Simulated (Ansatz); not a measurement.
# FH3N: the cost of one run

Program: Ansatz 0.2.0. Level of theory: the levels named in each step. These are calculated values, not measurements.

### Step 1. Starting point

Bond lengths: F1–H3 0.933 Å, N2–H4 1.012 Å, N2–H5 1.012 Å. Angles: H4–N2–H5 110.6°.

As a file:

```xyz
5

F     1.0232   -0.8699    0.4879
N    -1.3152    1.1435   -0.6305
H     1.7611   -0.6532    1.0155
H    -0.6546    0.4264   -0.3581
H    -2.1167    0.7326   -1.0926
```

### Step 2. A rough first relaxation, PBE-D4/def2-SVP

Input file input.yaml:

```yaml
crystal:
  periodic: [false, false, false]
  atoms:
    - { symbol: F, position_ang: [1.02324, -0.86991, 0.48791] }
    - { symbol: "N", position_ang: [-1.3152, 1.14352, -0.63047] }
    - { symbol: H, position_ang: [1.76108, -0.65315, 1.01551] }
    - { symbol: H, position_ang: [-0.65463, 0.4264, -0.35814] }
    - { symbol: H, position_ang: [-2.11666, 0.73264, -1.09264] }
magnetization:
  spin_polarized: true
  initial_magnetization: 1
basis:
  gaussian: { orbitals: def2-SVP }
hamiltonian:
  xc: pbe
  dispersion: d4
relax:
  f_tol: 0.03
  max_steps: 200
```

Run with:

```bash
$ ansatz run input.yaml --threads 2 --pin off --max-ram 5120MiB --backend cpu --events-out ev --progress --plain --runs-dir out
```

**Question.** How long does this run take on 2 threads of Intel Xeon at 2.50GHz (Skylake/Cascade Lake), shared host, and how much memory does it need?

About 35 s, with a peak of 0.12 GiB.
